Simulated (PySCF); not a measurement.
PO₂⁺: BP86 against PBE0

Base calculation in PySCF with density fitting and no spin–orbit coupling, BP86/def2-TZVP (no relativity): singlet, D∞h, P–O 1.454 Å (×2); wavenumbers 271 (×2), 1061, 1526 cm⁻¹; gap between the highest occupied and lowest empty levels 3.89 eV, polar-tensor charge of P 1.19 e.

Problem. What changes on going to PBE0/def2-TZVP (no relativity)?

Solution. The point group stays the same. Changes: mean bond to P -0.024 Å, highest wavenumber +97 cm⁻¹, lowest wavenumber +27 cm⁻¹, gap between the highest occupied and lowest empty levels +2.91 eV, polar-tensor charge of P +0.12 e. The new structure has P–O 1.430 Å (×2), with wavenumbers 298 (×2), 1140, 1623 cm⁻¹.

The structures come from searches over a few start shapes, so lower isomers are not excluded.
